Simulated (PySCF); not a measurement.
C5H10O (charge +1 and doublet state).
Structure used (GFN2-xTB), in Å, numbered top down from 1:
```
atom  x, y, z in Å
C1    -2.2690    0.8133    0.4045
C2    -1.4105   -0.3581    0.4381
C3    -0.0182   -0.3227    0.3133
C4     0.7938   -1.5562    0.3533
O5     0.5321    0.8550    0.1590
C6     1.9256    1.0119    0.0248
H7    -2.8567    0.8706    1.3289
H8    -3.0384    0.6912   -0.3673
H9    -1.7227    1.7391    0.2512
H10   -1.8757   -1.3250    0.5692
H11    1.5321   -1.5051    1.1580
H12    1.3625   -1.6709   -0.5733
H13    0.1770   -2.4371    0.4967
H14    2.3039    0.4812   -0.8544
H15    2.1022    2.0807   -0.0867
H16    2.4545    0.6410    0.9084
```

The hyperfine couplings belong to this conformer and change with its torsions.

The species is `C[CH+][C](C)OC` [radical] (charge +1).

Computed with UKS B3LYP, pcH-1 on C H O, non-relativistic, mean-field spin-orbit, GIAO in PySCF 2.14.0. Geometry: GFN2-xTB, one conformer, isolated ion. Couplings are sensitive to structure, and on GFN2-xTB geometries they can be far from those on DFT ones, by a factor of two or more for some ions and for spin on atoms past the first row. No stability test was run, so a lower SCF solution isn't excluded.

Mulliken spin populations: C1 -0.032, C2 +0.586, C3 +0.152, C4 -0.016, O5 +0.198, C6 -0.011, H7 +0.043, H8 +0.040, H9 -0.001, H10 -0.025, H11 +0.017, H12 +0.017, H13 -0.001, H14 +0.016, H15 0.000, H16 +0.016.

(1) Give the computed dipolar 1H tensors of H7, H8, H9, H11, H12, H13, H14, H15, H16.

(2) Estimate them with point dipoles: put each population ρk at its nucleus, leave out the nucleus itself and the atom bound to it, and sum T = Σ [ρk/(2S)]·C·(3 n nᵀ − 1)/r³ with C = μ0 gₑ μB g_N μN/(4π h) = 79.06 MHz Å³.

## Answers

(1) 
| atom | position | distance from C2 (Å) | T1 (MHz) | T2 | T3 |
| --- | --- | --- | --- | --- | --- |
| H7 | 2 bonds from C2 | 2.10 | -5.35 | -2.92 | 8.27 |
| H8 | 2 bonds from C2 | 2.10 | -5.30 | -2.92 | 8.22 |
| H9 | 2 bonds from C2 | 2.13 | -3.82 | -1.25 | 5.07 |
| H11 | 3 bonds from C2 | 3.24 | -3.09 | -1.91 | 5.01 |
| H12 | 3 bonds from C2 | 3.23 | -3.08 | -1.96 | 5.03 |
| H13 | 3 bonds from C2 | 2.62 | -3.13 | -2.45 | 5.58 |
| H14 | 4 bonds from C2 | 4.02 | -2.99 | -1.38 | 4.36 |
| H15 | 4 bonds from C2 | 4.31 | -2.34 | -2.31 | 4.64 |
| H16 | 4 bonds from C2 | 4.02 | -2.99 | -1.39 | 4.38 |

(2) 
```json
{"atom": "H7", "T1 (MHz)": "-5.94", "T2": "-4.61", "T3": "10.56", "T3, computed": "8.27", "difference in T3 (%)": "+28"}
{"atom": "H8", "T1 (MHz)": "-5.97", "T2": "-4.56", "T3": "10.53", "T3, computed": "8.22", "difference in T3 (%)": "+28"}
{"atom": "H9", "T1 (MHz)": "-6.83", "T2": "-2.72", "T3": "9.56", "T3, computed": "5.07", "difference in T3 (%)": "+88"}
{"atom": "H11", "T1 (MHz)": "-2.98", "T2": "-2.62", "T3": "5.61", "T3, computed": "5.01", "difference in T3 (%)": "+12"}
{"atom": "H12", "T1 (MHz)": "-3.01", "T2": "-2.62", "T3": "5.62", "T3, computed": "5.03", "difference in T3 (%)": "+12"}
{"atom": "H13", "T1 (MHz)": "-4.27", "T2": "-2.54", "T3": "6.81", "T3, computed": "5.58", "difference in T3 (%)": "+22"}
{"atom": "H14", "T1 (MHz)": "-2.87", "T2": "-2.58", "T3": "5.44", "T3, computed": "4.36", "difference in T3 (%)": "+25"}
{"atom": "H15", "T1 (MHz)": "-3.01", "T2": "-2.50", "T3": "5.50", "T3, computed": "4.64", "difference in T3 (%)": "+19"}
{"atom": "H16", "T1 (MHz)": "-2.87", "T2": "-2.58", "T3": "5.45", "T3, computed": "4.38", "difference in T3 (%)": "+24"}
```

The SMILES draws the unpaired electron on C3; the largest computed Mulliken spin population is on C2 (0.59 against 0.15).
